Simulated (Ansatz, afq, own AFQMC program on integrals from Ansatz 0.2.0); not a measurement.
HBr$_{2}$, doublet: AFQMC among the cluster methods

```yaml
atoms:
  - { symbol: Br, position_ang: [0.0000, 0.0000, -1.8473] }
  - { symbol: H, position_ang: [0.0000, 0.0000, -0.0753] }
  - { symbol: Br, position_ang: [0.0000, 0.0000, 1.9227] }
```

Connectivity, by distances: Br ··· Br, 1 bridging H.

Basis cc-pVTZ. Only valence electrons are correlated. Integrals, coupled cluster, full CI and functionals: Ansatz 0.2.0; the random walks run on the same integrals in our own AFQMC program. ph-AFQMC/CISD is guided by a CISD state made of CCSD amplitudes; releasing the constraint for a short imaginary time cuts its bias at the price of noise, slowly where states lie close. ± is one standard error of the sampling. No spin–orbit coupling.

Determinant: UHF, the one that the program's search chose, which needn't be the lowest solution. The geometry is a point of a scan.

No full CI on the walks' own integrals is used here; CCSDT(Q) serves as the reference and is uncertain by about the last step of the cluster series.

Cautions: no relativity below Rb; no spin-orbit coupling; inner d shell frozen; unrestricted determinant spin contaminated (⟨S²⟩ 0.88 against 0.75).

The T1 diagnostic is 0.0229 and the weight of the determinant in the CISD state is 0.837. The ⟨S²⟩ of the determinant is 0.879 and the size of the correlated space is 15 electrons in 72 orbitals.

Reference: CCSDT(Q), correlation energy -10.126 eV. The released energy is read at 1.50 1/Eh (meV from the phaseless value at times in 1/Eh: -5 ± 7 at 0.24, -8 ± 4 at 0.51, -19 ± 6 at 0.99, -22 ± 8 at 1.50).

```
         level  E − E(reference) (kcal/mol)  share of correlation (%)
            HF                       233.52                      0.00
           MP2                        36.97                     84.17
          CCSD                         9.73                     95.83
       CCSD(T)                         1.30                     99.44
         CCSDT                         0.39                     99.83
 ph-AFQMC/CISD                  0.54 ± 0.12                     99.77
released AFQMC                  0.04 ± 0.19                     99.99
```

A walk keeps the symmetry of its determinant, which the program's search chose and which needn't be the lowest solution, so a lower state of the same spin and another symmetry isn't excluded. Released energies are given only where the last usable release times agree within the noise; a slower fall can still hide under it.
